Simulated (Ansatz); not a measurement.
**β-phase Si (model structure) (like a known high-pressure phase)**

Method: r²SCAN-D4 (Ansatz, a first-principles code, plane waves, PAW).

Numerical settings: plane-wave cutoff 500 eV, 16×16×16 k mesh, Fermi–Dirac smearing 0.05 eV, scalar-relativistic PAW data made under PBE.

Cell (relaxed at this level):

```cif
data_Si2
_chemical_formula_sum 'Si2'
_space_group_name_H-M_alt 'P 1'
_space_group_IT_number 1
_cell_length_a 3.62095
_cell_length_b 3.62095
_cell_length_c 3.62095
_cell_angle_alpha 97.740
_cell_angle_beta 97.740
_cell_angle_gamma 136.939
loop_
_space_group_symop_operation_xyz
  'x, y, z'
loop_
_atom_site_label
_atom_site_type_symbol
_atom_site_fract_x
_atom_site_fract_y
_atom_site_fract_z
_atom_site_occupancy
Si1 Si 0.00000 0.00000 0.00000 1
Si2 Si 0.25000 0.75000 0.50000 1
```

band gap: none

The computed numbers hold no vibrational or temperature effects.

Computing time: about 30 core-seconds (a rough figure).

A model structure was made by putting elements into a prototype or built by hand; it is no filed structure, need not be a known phase, and can be a saddle point held by its symmetry.
